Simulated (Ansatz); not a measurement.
A nudged elastic band was laid between two geometries of BClH3N + H2 (8 atoms, charge 0, multiplicity 1).

Computed with RKS B3LYP-D4/def2-SVP (Ansatz).

- movable images: 7
- climbing image: yes
- spring: 5.0 eV/Å²
- optimiser: quadratic models (default)
- start path: through a guess of the saddle point
- force threshold: 0.05 eV/Å
- iteration limit: 60
- end points: relaxed

First end point:

```xyz
8
Properties=species:S:1:pos:R:3
B 0.095 -0.477 -0.293
Cl 0.039 -0.558 1.488
N 1.319 -0.484 -0.945
H 2.211 -0.531 -0.463
H 1.389 -0.435 -1.955
H -0.938 -0.416 -0.906
H -0.028 3.165 1.822
H -0.046 2.405 1.849
```

Last end point:

```xyz
8
Properties=species:S:1:pos:R:3
B 0.057 0.478 -0.491
Cl 0.120 0.368 2.958
N 1.257 -0.066 -0.923
H 1.318 -0.964 -1.388
H 2.156 0.382 -0.787
H -0.978 -0.111 -0.674
H 0.071 1.559 0.058
H 0.039 1.025 1.844
```

Q: Which bonds break or form, and what moves?

A: Bonds broken: B1–Cl2, H7–H8. Bonds formed: B1–H7, Cl2–H8. BClH3N + H2 becomes BH4N + ClH.

Q: What energy profile does the band end with?

A: The forces met the threshold. The highest image is number 5 of 0 to 8, 176.0 kJ/mol above the first end and 108.7 kJ/mol above the last; the last end lies 67.2 kJ/mol above the first. The profile has 2 maxima (images 2, 5) with wells between them (image 4): this band takes more than one step, which may be the mechanism or a detour left from its start path. Neighbouring images differ by up to 1.6 eV, so the band resolves the path poorly. A vibrational analysis at the climbing image gives one clearly imaginary mode, 798i cm⁻¹: a first-order saddle point. The orbitals stay closed-shell, which can raise the energy where a bond breaks towards radicals; this wasn't checked here.

| image | path coordinate (Å) | energy (kJ/mol) | B1–Cl2 (Å) | H7–H8 (Å) | B1–H7 (Å) |
| --- | --- | --- | --- | --- | --- |
| 0 | 0.00 | 0.0 | 1.78 | 0.76 | 4.21 |
| 1 | 1.40 | 1.7 | 1.78 | 0.76 | 3.37 |
| 2 | 2.80 | 61.6 | 1.78 | 0.76 | 3.33 |
| 3 | 4.20 | 58.2 | 1.78 | 0.76 | 3.35 |
| 4 | 5.59 | 20.9 | 1.80 | 0.76 | 2.41 |
| 5 | 6.99 | 176.0 | 2.22 | 0.95 | 1.36 |
| 6 | 7.52 | 110.1 | 2.62 | 1.35 | 1.24 |
| 7 | 8.04 | 72.2 | 3.09 | 1.71 | 1.22 |
| 8 | 8.57 | 67.2 | 3.45 | 1.86 | 1.21 |

Q: What is the geometry of the highest image?

A: 
```xyz
8
Properties=species:S:1:pos:R:3
B 0.072 0.268 -0.004
Cl 0.333 0.124 2.195
N 1.235 0.026 -0.762
H 1.329 -0.866 -1.233
H 2.130 0.443 -0.535
H -0.993 -0.230 -0.217
H -0.130 1.607 0.137
H 0.064 1.297 1.015
```

Run time: 10 min on 1 thread of Arm Neoverse V1, with other jobs on the host, peak memory 0.13 GiB.
